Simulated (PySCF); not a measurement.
Compound: CH6OSi.
Cartesian coordinates in Å at the PBE0-D3(BJ)/def2-SVP level; atoms count from 1:
```xyz
9
CH6OSi angstrom
C      1.3734   -0.2112    0.0565
O      0.1796   -0.3185   -0.6652
Si    -1.3013    0.1542   -0.0743
H      2.1926   -0.6274   -0.5495
H      1.6255    0.8404    0.2901
H      1.3374   -0.7720    1.0094
H     -1.6362   -0.5925    1.1804
H     -2.2991   -0.1499   -1.1337
H     -1.3122    1.6194    0.2375
```

The calculation used delta-SCF UKS SCAN, pcX-2 on the ionised atom, pcseg-1 elsewhere, spin-free X2C (PySCF 2.14.0). The ground state was rerun for each ionised atom, in the same mixed basis as its hole state.

```json
{"ionised atom": "C1", "basis functions": "107", "E(ground) (Eh)": "-407.02343", "E(ionised) (Eh)": "-396.27250"}
{"ionised atom": "O2", "basis functions": "107", "E(ground) (Eh)": "-407.05381", "E(ionised) (Eh)": "-387.27498"}
{"ionised atom": "Si3", "basis functions": "118", "E(ground) (Eh)": "-407.08133", "E(ionised) (Eh)": "-339.19203"}
```

What are the 1s binding energies?

E(ionised) − E(ground), at 27.2114 eV a hartree:

```json
{"atom": "C1", "environment": "methoxy carbon", "difference (Eh)": "10.75093", "binding energy (eV)": "292.55"}
{"atom": "O2", "environment": "silyl ether oxygen", "difference (Eh)": "19.77883", "binding energy (eV)": "538.21"}
{"atom": "Si3", "environment": "oxygen-bound silicon", "difference (Eh)": "67.88930", "binding energy (eV)": "1847.36"}
```

How much do the ground-state energies differ, and what would follow from using one of them for all holes?

They run from -407.0813 Eh (core basis on Si3) to -407.0234 Eh (on C1), 0.0579 Eh or 1.58 eV apart, for one and the same state in different bases and grids. Pairing the ion of C1 with the ground state of Si3 would put its binding energy 1.58 eV too high.

Only 1s holes are shown. Geometry: PBE0-D3(BJ)/def2-SVP; no solvent, vibrations or thermal averaging.

Time: 11 s; peak memory 0.41 GiB. Hardware: Arm Neoverse V2, one thread, on a shared host.
